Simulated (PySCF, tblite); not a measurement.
# CH₃S−: changes of charge, part 3 of 3

tblite 0.8.0 and PySCF 2.14.0. Atoms count from 0. The steps go on from the part before.

## 21. Single point (CH3S radical): wavefunction

Geometry: PBE0-D3(BJ)/ma-def2-SVP, that of another charge or spin state.

The job: settings as JSON, then the geometry in Å.

```
{"job": {"kind": "sp", "xc": "MP2", "basis": "ma-def2-TZVP", "grid": 2}, "charge": 0, "multiplicity": 2}
C     -0.110494    -0.006245    -0.009692
S      1.712120     0.103338     0.031410
H     -0.472466    -0.651423    -0.833640
H     -0.525671    -0.426250     0.926994
H     -0.586084     0.983772    -0.150661
```

Method: wavefunction single point, frozen core, gas phase.

What it wrote:

```text
final grid: 39072 points
cycle   1  E = -437.1377428957  dE = -5.230e-02  |g| = 1.051e-01  |ddm| = 4.618e-01
cycle   2  E = -437.1430550475  dE = -5.312e-03  |g| = 3.660e-02  |ddm| = 1.541e-01
cycle   3  E = -437.1437345742  dE = -6.795e-04  |g| = 1.114e-02  |ddm| = 3.128e-02
cycle   4  E = -437.1439317889  dE = -1.972e-04  |g| = 2.802e-03  |ddm| = 2.361e-02
cycle   5  E = -437.1439452488  dE = -1.346e-05  |g| = 1.017e-03  |ddm| = 5.581e-03
cycle   6  E = -437.1439471932  dE = -1.944e-06  |g| = 3.692e-04  |ddm| = 2.508e-03
cycle   7  E = -437.1439474090  dE = -2.158e-07  |g| = 1.637e-04  |ddm| = 6.570e-04
cycle   8  E = -437.1439474595  dE = -5.051e-08  |g| = 5.103e-05  |ddm| = 4.059e-04
cycle   9  E = -437.1439474651  dE = -5.629e-09  |g| = 2.073e-05  |ddm| = 1.359e-04
converged SCF energy = -437.1439474651
E(HF, exact integrals) = -437.1439741470
E(MP2) = -437.4589477022
```

Run time: 1.9 s. Hardware: 1 thread of Arm Neoverse V1, shared host.

## 22. Single point (CH3S−): wavefunction

Geometry: PBE0-D3(BJ)/ma-def2-SVP, that of another charge or spin state.

The job: settings as JSON, then the geometry in Å.

```
{"job": {"kind": "sp", "xc": "MP2", "basis": "ma-def2-TZVP", "grid": 2}, "charge": -1, "multiplicity": 1}
C     -0.122589     0.010983     0.008986
S      1.663683     0.084122    -0.033925
H     -0.431230    -0.639111    -0.829185
H     -0.496215    -0.444563     0.937529
H     -0.579836     0.998217    -0.151947
```

Method: wavefunction single point, frozen core, gas phase.

What it wrote:

```text
final grid: 39072 points
cycle   1  E = -437.1012371649  dE = -4.207e-02  |g| = 3.978e-01  |ddm| = 1.426e+00
cycle   2  E = -437.1551374599  dE = -5.390e-02  |g| = 2.112e-01  |ddm| = 8.686e-01
cycle   3  E = -437.1660316564  dE = -1.089e-02  |g| = 3.133e-02  |ddm| = 2.234e-01
cycle   4  E = -437.1666082739  dE = -5.766e-04  |g| = 1.052e-02  |ddm| = 6.144e-02
cycle   5  E = -437.1666902239  dE = -8.195e-05  |g| = 3.814e-03  |ddm| = 2.548e-02
cycle   6  E = -437.1667000066  dE = -9.783e-06  |g| = 1.521e-03  |ddm| = 8.846e-03
cycle   7  E = -437.1667016799  dE = -1.673e-06  |g| = 2.660e-04  |ddm| = 4.669e-03
cycle   8  E = -437.1667017516  dE = -7.171e-08  |g| = 4.887e-05  |ddm| = 1.281e-03
cycle   9  E = -437.1667017538  dE = -2.205e-09  |g| = 1.367e-05  |ddm| = 1.584e-04
converged SCF energy = -437.1667017538
E(HF, exact integrals) = -437.1667322974
E(MP2) = -437.5238467158
```

It took 1.2 s on 1 thread of Arm Neoverse V1, shared host.

## 23. Single point (CH3S radical, C[S]): wavefunction

Geometry: PBE0-D3(BJ)/ma-def2-SVP.

The job: settings as JSON, then the geometry in Å.

```
{"job": {"kind": "sp", "xc": "MP2", "basis": "ma-def2-TZVP", "grid": 2}, "charge": 0, "multiplicity": 2}
C     -0.122589     0.010983     0.008986
S      1.663683     0.084122    -0.033925
H     -0.431230    -0.639111    -0.829185
H     -0.496215    -0.444563     0.937529
H     -0.579836     0.998217    -0.151947
```

With the program's defaults for keys left out, this is: wavefunction single point, frozen core, gas phase.

What it wrote:

```text
final grid: 39072 points
cycle   1  E = -437.1396606267  dE = -5.152e-02  |g| = 1.051e-01  |ddm| = 4.666e-01
cycle   2  E = -437.1450041254  dE = -5.343e-03  |g| = 3.687e-02  |ddm| = 1.526e-01
cycle   3  E = -437.1457018216  dE = -6.977e-04  |g| = 1.129e-02  |ddm| = 3.231e-02
cycle   4  E = -437.1459086063  dE = -2.068e-04  |g| = 2.818e-03  |ddm| = 2.457e-02
cycle   5  E = -437.1459225985  dE = -1.399e-05  |g| = 9.930e-04  |ddm| = 5.753e-03
cycle   6  E = -437.1459245629  dE = -1.964e-06  |g| = 3.021e-04  |ddm| = 2.674e-03
cycle   7  E = -437.1459247504  dE = -1.875e-07  |g| = 1.295e-04  |ddm| = 7.134e-04
cycle   8  E = -437.1459247771  dE = -2.668e-08  |g| = 4.976e-05  |ddm| = 2.626e-04
cycle   9  E = -437.1459247825  dE = -5.475e-09  |g| = 1.839e-05  |ddm| = 1.327e-04
converged SCF energy = -437.1459247825
E(HF, exact integrals) = -437.1459537650
E(MP2) = -437.4609066982
```

It took 1.9 s on 1 thread of Arm Neoverse V1, shared host.

## 24. Changes of charge: MP2/ma-def2-TZVP

This step combines the energies above: geometries from PBE0-D3(BJ)/ma-def2-SVP, zero-point and thermal terms from PBE0-D3(BJ)/ma-def2-SVP.

The job: settings as JSON, then the geometry in Å.

```
{"job": {"kind": "rx", "dirs": [1], "geom": {"xc": "PBE0", "basis": "ma-def2-SVP", "d3": "d3bj", "grid": 1}, "hess": 1, "level": {"xc": "MP2", "basis": "ma-def2-TZVP"}}, "charge": -1, "multiplicity": 1}
C     -0.110494    -0.006245    -0.009692
S      1.712120     0.103338     0.031410
H     -0.472466    -0.651423    -0.833640
H     -0.525671    -0.426250     0.926994
H     -0.586084     0.983772    -0.150661
```

Output (the driver's rows laid out field by field):

```text
ionisation and electron attachment, MP2/ma-def2-TZVP // PBE0-D3(BJ)/ma-def2-SVP

row 1
  change                  oxidation
  charge                  0
  multiplicity            2
  vertical_ev             1.8107
  vertical_s2             0.765
  formula                 CH3S
  smiles                  C[S]
  kept                    yes
  pieces                  1
  point_group             Cs
  adiabatic_electronic_ev 1.7574
  adiabatic_ev            1.7452
  free_energy_ev          1.6987
  s2                      0.765
  bonds_moved             0 1 1.826 1.788; 0 3 1.107 1.1; 0 4 1.107 1.1
  spin_on                 1 S 1.001
  charge_moved            1 S 0.852
  vertical_back_ev        1.7127
  relaxation_parent_ev    0.0447
  relaxation_ion_ev       0.0533
  reorganisation_ev       0.098
```

It took 6.4 s on 1 thread of Arm Neoverse V1, shared host.

Energy taken up on oxidation, or given off on reduction (eV; adiabatic with zero-point energy):

```tsv
change	product	vertical	adiabatic	free energy	reorganisation	⟨S²⟩
oxidation (multiplicity 2)	C[S]	1.81	1.75	1.70	0.10	0.77
```

On oxidation to multiplicity 2 charge changes most on S1 (+0.85 e); the spin sits on S1 (1.00); the bond C0–S1 goes from 1.826 to 1.788 Å.

## 25. Single point (CH3S−): HF/ma-def2-TZVP

Geometry: PBE0-D3(BJ)/ma-def2-SVP.

The job: settings as JSON, then the geometry in Å.

```
{"job": {"kind": "sp", "xc": "HF", "basis": "ma-def2-TZVP", "grid": 2}, "charge": -1, "multiplicity": 1}
C     -0.110494    -0.006245    -0.009692
S      1.712120     0.103338     0.031410
H     -0.472466    -0.651423    -0.833640
H     -0.525671    -0.426250     0.926994
H     -0.586084     0.983772    -0.150661
```

What it wrote:

```text
final grid: 39072 points
cycle   1  E = -437.1028224754  dE = -1.117e-01  |g| = 3.965e-01  |ddm| = 1.412e+00
cycle   2  E = -437.1561136341  dE = -5.329e-02  |g| = 2.140e-01  |ddm| = 8.481e-01
cycle   3  E = -437.1674581404  dE = -1.134e-02  |g| = 3.168e-02  |ddm| = 2.250e-01
cycle   4  E = -437.1680436601  dE = -5.855e-04  |g| = 1.108e-02  |ddm| = 6.103e-02
cycle   5  E = -437.1681291009  dE = -8.544e-05  |g| = 4.174e-03  |ddm| = 2.520e-02
cycle   6  E = -437.1681406438  dE = -1.154e-05  |g| = 1.569e-03  |ddm| = 9.272e-03
cycle   7  E = -437.1681425937  dE = -1.950e-06  |g| = 2.853e-04  |ddm| = 5.070e-03
cycle   8  E = -437.1681426781  dE = -8.444e-08  |g| = 5.260e-05  |ddm| = 1.295e-03
cycle   9  E = -437.1681426809  dE = -2.719e-09  |g| = 1.384e-05  |ddm| = 1.576e-04
converged SCF energy = -437.1681426809
```

Wall time 0.28 s (1 thread of Arm Neoverse V1, shared host).

## 26. Single point (CH₃S radical): HF/ma-def2-TZVP

Geometry: PBE0-D3(BJ)/ma-def2-SVP, that of another charge or spin state.

The job: settings as JSON, then the geometry in Å.

```
{"job": {"kind": "sp", "xc": "HF", "basis": "ma-def2-TZVP", "grid": 2}, "charge": 0, "multiplicity": 2}
C     -0.110494    -0.006245    -0.009692
S      1.712120     0.103338     0.031410
H     -0.472466    -0.651423    -0.833640
H     -0.525671    -0.426250     0.926994
H     -0.586084     0.983772    -0.150661
```

What it wrote:

```text
final grid: 39072 points
cycle   1  E = -437.1377428957  dE = -5.230e-02  |g| = 1.051e-01  |ddm| = 4.618e-01
cycle   2  E = -437.1430550475  dE = -5.312e-03  |g| = 3.660e-02  |ddm| = 1.541e-01
cycle   3  E = -437.1437345742  dE = -6.795e-04  |g| = 1.114e-02  |ddm| = 3.128e-02
cycle   4  E = -437.1439317889  dE = -1.972e-04  |g| = 2.802e-03  |ddm| = 2.361e-02
cycle   5  E = -437.1439452488  dE = -1.346e-05  |g| = 1.017e-03  |ddm| = 5.581e-03
cycle   6  E = -437.1439471932  dE = -1.944e-06  |g| = 3.692e-04  |ddm| = 2.508e-03
cycle   7  E = -437.1439474090  dE = -2.158e-07  |g| = 1.637e-04  |ddm| = 6.570e-04
cycle   8  E = -437.1439474595  dE = -5.051e-08  |g| = 5.103e-05  |ddm| = 4.059e-04
cycle   9  E = -437.1439474651  dE = -5.629e-09  |g| = 2.073e-05  |ddm| = 1.359e-04
converged SCF energy = -437.1439474651
```

Run time: 0.34 s. Hardware: 1 thread of Arm Neoverse V1, shared host.

## 27. Single point (CH₃S−): HF/ma-def2-TZVP

Geometry: PBE0-D3(BJ)/ma-def2-SVP, that of another charge or spin state.

The job: settings as JSON, then the geometry in Å.

```
{"job": {"kind": "sp", "xc": "HF", "basis": "ma-def2-TZVP", "grid": 2}, "charge": -1, "multiplicity": 1}
C     -0.122589     0.010983     0.008986
S      1.663683     0.084122    -0.033925
H     -0.431230    -0.639111    -0.829185
H     -0.496215    -0.444563     0.937529
H     -0.579836     0.998217    -0.151947
```

What it wrote:

```text
final grid: 39072 points
cycle   1  E = -437.1012371649  dE = -4.207e-02  |g| = 3.978e-01  |ddm| = 1.426e+00
cycle   2  E = -437.1551374599  dE = -5.390e-02  |g| = 2.112e-01  |ddm| = 8.686e-01
cycle   3  E = -437.1660316564  dE = -1.089e-02  |g| = 3.133e-02  |ddm| = 2.234e-01
cycle   4  E = -437.1666082739  dE = -5.766e-04  |g| = 1.052e-02  |ddm| = 6.144e-02
cycle   5  E = -437.1666902239  dE = -8.195e-05  |g| = 3.814e-03  |ddm| = 2.548e-02
cycle   6  E = -437.1667000066  dE = -9.783e-06  |g| = 1.521e-03  |ddm| = 8.846e-03
cycle   7  E = -437.1667016799  dE = -1.673e-06  |g| = 2.660e-04  |ddm| = 4.669e-03
cycle   8  E = -437.1667017516  dE = -7.171e-08  |g| = 4.887e-05  |ddm| = 1.281e-03
cycle   9  E = -437.1667017538  dE = -2.205e-09  |g| = 1.367e-05  |ddm| = 1.584e-04
converged SCF energy = -437.1667017538
```

Wall time 0.27 s (1 thread of Arm Neoverse V1, shared host).

## 28. Single point (CH₃S radical, C[S]): HF/ma-def2-TZVP

Geometry: PBE0-D3(BJ)/ma-def2-SVP.

The job: settings as JSON, then the geometry in Å.

```
{"job": {"kind": "sp", "xc": "HF", "basis": "ma-def2-TZVP", "grid": 2}, "charge": 0, "multiplicity": 2}
C     -0.122589     0.010983     0.008986
S      1.663683     0.084122    -0.033925
H     -0.431230    -0.639111    -0.829185
H     -0.496215    -0.444563     0.937529
H     -0.579836     0.998217    -0.151947
```

What it wrote:

```text
final grid: 39072 points
cycle   1  E = -437.1396606267  dE = -5.152e-02  |g| = 1.051e-01  |ddm| = 4.666e-01
cycle   2  E = -437.1450041254  dE = -5.343e-03  |g| = 3.687e-02  |ddm| = 1.526e-01
cycle   3  E = -437.1457018216  dE = -6.977e-04  |g| = 1.129e-02  |ddm| = 3.231e-02
cycle   4  E = -437.1459086063  dE = -2.068e-04  |g| = 2.818e-03  |ddm| = 2.457e-02
cycle   5  E = -437.1459225985  dE = -1.399e-05  |g| = 9.930e-04  |ddm| = 5.753e-03
cycle   6  E = -437.1459245629  dE = -1.964e-06  |g| = 3.021e-04  |ddm| = 2.674e-03
cycle   7  E = -437.1459247504  dE = -1.875e-07  |g| = 1.295e-04  |ddm| = 7.134e-04
cycle   8  E = -437.1459247771  dE = -2.668e-08  |g| = 4.976e-05  |ddm| = 2.626e-04
cycle   9  E = -437.1459247825  dE = -5.475e-09  |g| = 1.839e-05  |ddm| = 1.327e-04
converged SCF energy = -437.1459247825
```

It took 0.34 s on 1 thread of Arm Neoverse V1, shared host.

## 29. Changes of charge: HF/ma-def2-TZVP

This step combines the energies above: geometries from PBE0-D3(BJ)/ma-def2-SVP, zero-point and thermal terms from PBE0-D3(BJ)/ma-def2-SVP.

The job: settings as JSON, then the geometry in Å.

```
{"job": {"kind": "rx", "dirs": [1], "geom": {"xc": "PBE0", "basis": "ma-def2-SVP", "d3": "d3bj", "grid": 1}, "hess": 1, "level": {"xc": "HF", "basis": "ma-def2-TZVP"}}, "charge": -1, "multiplicity": 1}
C     -0.110494    -0.006245    -0.009692
S      1.712120     0.103338     0.031410
H     -0.472466    -0.651423    -0.833640
H     -0.525671    -0.426250     0.926994
H     -0.586084     0.983772    -0.150661
```

Output (the driver's rows laid out field by field):

```text
ionisation and electron attachment, HF/ma-def2-TZVP // PBE0-D3(BJ)/ma-def2-SVP

row 1
  change                  oxidation
  charge                  0
  multiplicity            2
  vertical_ev             0.6584
  vertical_s2             0.765
  formula                 CH3S
  smiles                  C[S]
  kept                    yes
  pieces                  1
  point_group             Cs
  adiabatic_electronic_ev 0.6046
  adiabatic_ev            0.5924
  free_energy_ev          0.5459
  s2                      0.765
  bonds_moved             0 1 1.826 1.788; 0 3 1.107 1.1; 0 4 1.107 1.1
  spin_on                 1 S 1.001
  charge_moved            1 S 0.852
  vertical_back_ev        0.5654
  relaxation_parent_ev    0.0392
  relaxation_ion_ev       0.0538
  reorganisation_ev       0.093
```

It took 1.4 s on 1 thread of Arm Neoverse V1, shared host.

Energy taken up on oxidation, or given off on reduction (eV; adiabatic with zero-point energy):

```tsv
change	product	vertical	adiabatic	free energy	reorganisation	⟨S²⟩
oxidation (multiplicity 2)	C[S]	0.66	0.59	0.55	0.09	0.77
```

On oxidation to multiplicity 2 charge changes most on S1 (+0.85 e); the spin sits on S1 (1.00); the bond C0–S1 goes from 1.826 to 1.788 Å.

## 30. Summary of results

This closing draws on all 3 parts.

```
                                                quantity                                value
               strongest single infrared mode (GFN2-xTB)                2859 cm⁻¹, 102 km/mol
                            zero-point energy (GFN2-xTB)                        22.2 kcal/mol
                                             point group                                  C3v
                    rotational constants (main isotopes)             159.03, 12.85, 12.85 GHz
energy to remove an electron (B3LYP-D3(BJ)/ma-def2-TZVP)  vertical 1.87 eV, adiabatic 1.81 eV
     energy to remove an electron (CCSD(T)/ma-def2-TZVP)  vertical 1.71 eV, adiabatic 1.65 eV
         energy to remove an electron (MP2/ma-def2-TZVP)  vertical 1.81 eV, adiabatic 1.75 eV
          energy to remove an electron (HF/ma-def2-TZVP)  vertical 0.66 eV, adiabatic 0.59 eV
```

**Reading.** All 9 modes are real, so the xTB geometry is a minimum. GFN2-xTB is a fitted tight-binding method: band positions and strengths are rough. Its intensities can rank the bands wrongly. Relaxing lowered the energy by 0.022 eV in 2 steps; the close pair that moved most is C0–S1, from 1.805 to 1.826 Å (PBE0/ma-def2-SVP). At B3LYP-D3(BJ)/ma-def2-TZVP, relaxation with the zero-point term after oxidation moves the energy taken up from 1.87 eV (vertical) to 1.81 eV (adiabatic, with zero-point energy).
